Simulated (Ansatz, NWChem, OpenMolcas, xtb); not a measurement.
Loss of HCl: BH2Cl → BH + HCl

Species: BH2Cl `BCl`, singlet; BH, singlet; HCl (hydrogen chloride), singlet. 

Shapes, held fixed at every level: PBE0-D4/def2-TZVP; BH at the measured bond length. Programs: Ansatz 0.2.0, NWChem 7.3.0, OpenMolcas 26.06, xtb 6.7.1. A level may come from different programs for different species; with the same settings they agree closely. Electronic energies: no zero-point or thermal term.

```
                             level            kind  ΔE (kJ/mol)
                          GFN1-xTB  semi-empirical       +378.0
                         HF/STO-3G    Hartree–Fock       +632.2
                          HF/3-21G    Hartree–Fock       +427.5
                       HF/def2-SVP    Hartree–Fock       +439.7
                        PBE0/3-21G   global hybrid       +496.5
B3LYP/6-31G* (spherical functions)   global hybrid       +488.6
                     PBE0/def2-SVP   global hybrid       +496.1
```

PBE0/def2-SVP gives ΔE = +496.1 kJ/mol; the levels span +378.0 to +632.2. GFN1-xTB strays far from the other rows. The median of the levels is +488.6. No measured value is set beside it here. Rows in sets without polarisation functions are far from converged.
